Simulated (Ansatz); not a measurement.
in.yaml

```yaml
crystal:
  periodic: [false, false, false]
  atoms:
    - {symbol: N, position_ang: [0.000000, -0.341313, 0.462062]}
    - {symbol: N, position_ang: [0.000000, 0.292460, -0.515077]}
    - {symbol: H, position_ang: [0.000000, 0.678886, 0.736711]}
basis:
  gaussian: {orbitals: cc-pVDZ}
magnetization: {spin_polarized: false, initial_magnetization: 1}
correlation: {method: fic_mrcisd_q, electrons: outside_noble_gas, active_space: {window: {electrons: 11, orbitals: 9}, shells: [{species: H, l: s, shell: 1}, {species: "N", l: s, shell: 2}, {species: "N", l: p, shell: 2}]}}
```

```sh
$ ansatz run in.yaml --threads 1 --pin off --events-out ev --progress --plain --max-ram 2393MiB
```

The program prints:

```
612 factors; integrals over basis functions are off by at most 2.0e-7 eV
mean field evaluation 1: about -2975.4598 eV, gradient 1.3e1 eV
mean field evaluation 2: about -2975.4645 eV, gradient 1.3e1 eV
mean field evaluation 4: about -2976.0599 eV, gradient 1.9e0 eV
mean field evaluation 8: about -2976.0843 eV, gradient 2.4e-3 eV
mean field evaluation 16: about -2974.9001 eV, gradient 4.8e-6 eV
mean field evaluation 32: about -2976.0794 eV, gradient 5.4e-1 eV
mean field -2976.08431326 eV, -109.3690812500 hartree, gradient 3.5e-6 eV, S^2 0.750000; 5 other end points of the search recorded, 0 dependent functions left out
reference -2976.08431326 eV, -109.3690812500 hartree; 8, 7 occupied and 25, 26 virtual orbitals, 612 factors
state -2979.51487310 eV, -109.4951519988 hartree
contracted CI cycle   1: correlation 0.00000000 eV, 0.0000000000 hartree, residual 2.36e1 eV
contracted CI cycle   2: correlation -5.17231166 eV, -0.1900789474 hartree, residual 4.00e0 eV
contracted CI cycle   3: correlation -5.32259845 eV, -0.1956018851 hartree, residual 7.25e-1 eV
contracted CI cycle   4: correlation -5.32845864 eV, -0.1958172434 hartree, residual 1.75e-1 eV
contracted CI cycle   5: correlation -5.32878491 eV, -0.1958292335 hartree, residual 4.31e-2 eV
contracted CI cycle   6: correlation -5.32880326 eV, -0.1958299079 hartree, residual 9.56e-3 eV
contracted CI cycle   7: correlation -5.32880413 eV, -0.1958299399 hartree, residual 2.13e-3 eV
contracted CI cycle   8: correlation -5.32880418 eV, -0.1958299414 hartree, residual 4.34e-4 eV
state -2979.51487310 eV, -109.4951519988 hartree; corrected -2985.14543453 eV, -109.7020713148 hartree
Total energy: -2985.14543453 eV, -109.7020713148 hartree
Checks for a lower state left out: starts, orbital_swaps
```

Natural occupations: 1.9960 1.9886 1.9789 1.9718 1.9350 1.0084 0.0717 0.0283 0.0213.

For the same geometry and basis UCCSDT(Q) lies 18.5 meV lower.

Ran on 1 thread of Arm Neoverse V1, shared host: 4.6 s wall, 0.33 GiB peak host memory.
